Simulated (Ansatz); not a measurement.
# BHOSi: the cost of one run

Method: def2-QZVPP, all electrons in the functionals; program: Ansatz 0.2.0, Gaussian basis.

To be run: PBE, BLYP, r2SCAN, B97M-V, PBE0, B3LYP, at charge 0, triplet; charge 0, singlet; charge 0, quintet; charge 1, doublet; charge 1, quartet.

2 further runs of the same task are left out: 2 set aside as unsound or not needed.

## (1) The system

The geometry is a PBE0/def2-TZVP stationary point (not a proven minimum).

4 atoms, charge 0, spin multiplicity 3.

Atoms are counted from 1 here; the program's logs count them from 0.

Bond lengths: B1–O2 1.301 Å, B1–H4 1.196 Å, O2–Si3 1.661 Å. Angles: O2–B1–H4 128.4°, B1–O2–Si3 176.8°.

No dispersion term is added; B97M-V holds VV10 nonlocal correlation. B3LYP takes the VWN-RPA correlation.

The geometry shown and the zero of energy belong to the point charge 0, triplet. The yardstick, UCCSD(T), and other wave-function levels (R restricted, U unrestricted, valence and pair active spaces) come from earlier runs.

## (2) PBE, charge 0, triplet

Input file in.yaml:

```yaml
crystal:
  periodic: [false, false, false]
  atoms:
    - {symbol: B, position_ang: [0.000012, -0.289616, 0.856663]}
    - {symbol: O, position_ang: [-0.000018, -0.171632, -0.439229]}
    - {symbol: Si, position_ang: [0.000003, -0.114843, -2.099559]}
    - {symbol: H, position_ang: [0.000004, 0.576091, 1.682126]}
basis:
  gaussian: {orbitals: "def2-QZVPP.json"}
magnetization: {spin_polarized: true, initial_magnetization: 2}
hamiltonian: {xc: {name: PBE}}
output: {orbitals: {seedname: orbitals}}
```

Launch:

```sh
$ ansatz run in.yaml --threads 1 --pin off --events-out ev --progress --plain --max-ram 2393MiB
```

What time and memory should one allow on 1 thread of Arm Neoverse V1, shared host?

About 12 s, with a peak of 0.44 GiB.
